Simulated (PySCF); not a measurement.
Species: C3HO2 (charge -1).
Numbering: `[CH:1]#[C:2][C:3](=[O:4])[O-:5]` (hydrogens: H6 on C1)

A GFN2-xTB structure was refined with PySCF, PBE0-D3(BJ)/def2-SVP geometry optimisation, gas phase. Its GFN2-xTB values:

```csv
coordinate,GFN2-xTB
C1≡C2,1.202 Å
C1–H6,1.057 Å
C2–C3,1.519 Å
C3=O4,1.238 Å
C1–C2–C3,178.6°
C2–C3–O4,114.8°
O4–C3–O5,130.7°
```

**Question.** How do these coordinates change at the PBE0-D3(BJ)/def2-SVP level?

**Answer.** 
| coordinate | PBE0-D3(BJ)/def2-SVP (Å or °) | change |
| --- | --- | --- |
| C1≡C2 | 1.220 | +0.018 |
| C1–H6 | 1.073 | +0.016 |
| C2–C3 | 1.526 | +0.007 |
| C3=O4 | 1.240 | +0.002 |
| C1–C2–C3 | 179.8 | +1.2 |
| O4–C3–O5 | 131.6 | +0.9 |
| C2–C3–O4 | 114.2 | -0.6 |

The energy falls by 2.5 kJ/mol over 8 energy and gradient evaluations, the largest force component goes from 0.0365 to 2.4e-04 Eh/bohr, and the atoms move by 0.019 Å rms after alignment. The bond that changes most is C1≡C2 (terminal alkyne carbon to alkyne carbon), which lengthens by 0.018 Å. Bonds longer at the end by more than 0.005 Å: 3 of 5; shorter: 0. Rotational constants go from 12467, 4272, 3182 to 12356, 4230, 3151 MHz.

The run used 75 basis functions and 56 SCF cycles in all.

PBE0-D3(BJ)/def2-SVP frequencies: not computed here.
